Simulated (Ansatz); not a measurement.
# AlCl2 (doublet): from Hartree-Fock to the top rungs, cc-pVDZ

An exercise on one series of results from a longer session: the logs are not shown, and one member is left open.

Program: Ansatz 0.2.0, Gaussian basis. Level of theory: cc-pVDZ, core rule «outside noble gas», up to 15 orbitals frozen. These are calculated values, not measurements.

To be run: UHF; CCSD(T) on ROHF; CCSD(T) on UHF; BCCD(T) on ROHF; CISD as a restricted active space (open shells left free, so some higher excitations enter); CCSDT(Q) on ROHF; CCSDT(Q) on UHF.

29 further runs of the same task are left out: 12 for a known fault of the program, 5 that didn't finish, 12 set aside as unsound or not needed. Runs told in other sessions of the task aren't counted.

### The geometry

The geometry is a PBE0/def2-TZVP stationary point (not a proven minimum).

3 atoms, charge 0, spin multiplicity 2.

Atoms are counted from 1 here; the program's logs count them from 0.

Bond lengths: Al1–Cl2 2.103 Å, Al1–Cl3 2.103 Å. Angles: Cl2–Al1–Cl3 119.0°.

The first run:

File in.yaml:

```yaml
crystal:
  periodic: [false, false, false]
  atoms:
    - {symbol: Al, position_ang: [0.000000, -0.773386, 0.000000]}
    - {symbol: Cl, position_ang: [0.000000, 0.294293, -1.811338]}
    - {symbol: Cl, position_ang: [0.000000, 0.294293, 1.811338]}
basis:
  gaussian: {orbitals: cc-pVDZ}
magnetization: {spin_polarized: true, initial_magnetization: 1}
hamiltonian: {xc: hf}
output: {orbitals: {seedname: orbitals}}
```

Started as:

```sh
ansatz run in.yaml --threads 1 --pin off --events-out ev --progress --plain --max-ram 2393MiB
```

Among the steps run: UHF; CCSD(T) on ROHF; CCSD(T) on UHF; BCCD(T) on ROHF; CISD as a restricted active space (open shells left free, so some higher excitations enter); CCSDT(Q) on ROHF; CCSDT(Q) on UHF.

One table of the session follows, with a row left open; its other results are not shown here.

It belongs to the step «Misses and costs». 

```
   method  from UCCSDT(Q) (meV)
     ROHF               +9298.8
      UHF               +9275.1
     RMP2                +967.2
     UMP2                +960.7
     CISD               +1128.2
    RCCSD                +240.6
    UCCSD                +239.7
 RCCSD(T)                 +41.5
 UCCSD(T)                 +41.1
  BCCD(T)                 +40.4
   RCCSDT                 +20.6
   UCCSDT                 +20.3
RCCSDT(Q)                     ?
UCCSDT(Q)                     0
```

**Question.** Estimate the row for RCCSDT(Q).

As computed: from UCCSDT(Q) (meV): +1.8. In the column «from UCCSDT(Q) (meV)» it lies between UCCSDT(Q) (0) and UCCSDT (+20.3).

With the free atoms at the same levels and basis (separate runs), the atomisation energy is 7.208 eV at UCCSDT(Q), 7.197 eV at RCCSD(T), 7.195 eV at UCCSD(T), 6.497 eV at ROHF.

Caveats from the session: Restricted and unrestricted rows rest on different reference determinants; a gap between their highest levels can come from leftover correlation error, from unlike frozen cores or from another state.
